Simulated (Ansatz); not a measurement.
A made-up structure of C$_{2}$H$_{2}$Al, doublet:

C1  (0.927, -1.104, 1.942)
C2  (0.459, -0.550, 0.962)
Al3  (-0.272, 0.324, -0.570)
H4  (-1.201, -0.513, -1.532)
H5  (1.543, -1.865, 2.346)
(Å)

It is relaxed with PBE-D4/def2-SVP and then PBE0-D4/def2-TZVP (Ansatz 0.2.0). Atoms count as bonded within 1.22 times the sum of their covalent radii (H–H: 0.88 Å). The end point is not checked to be a true minimum.

Question: Does its bonding change? (A judgement: the text doesn't fix the answer.)

Answer: The calculation gives: No: no bond forms or breaks.

Where it ends: The first stage lowers the energy by 0.29 eV in 6 steps. It ends as C₂H₂Al ([CH][C][AlH]):
```csv
atom,x (Å),y (Å),z (Å)
C1,1.0332,-1.2322,1.7915
C2,0.4659,-0.6724,0.8773
Al3,-0.3694,0.3575,-0.4977
H4,-1.2020,-0.4245,-1.6132
H5,1.5280,-1.7363,2.5910
```

Labels in which every atom is bracketed show which atoms are joined, not bond orders.

For scale, one of the runs: PBE0-D4/def2-TZVP relaxation, 111 basis functions, launched by `ansatz run in.yaml --threads 2 --pin off --events-out ev --progress --plain --max-ram 4352MiB`. Hardware: 2 CPU threads of an Arm Neoverse V2, shared host. Wall time about 13 s.
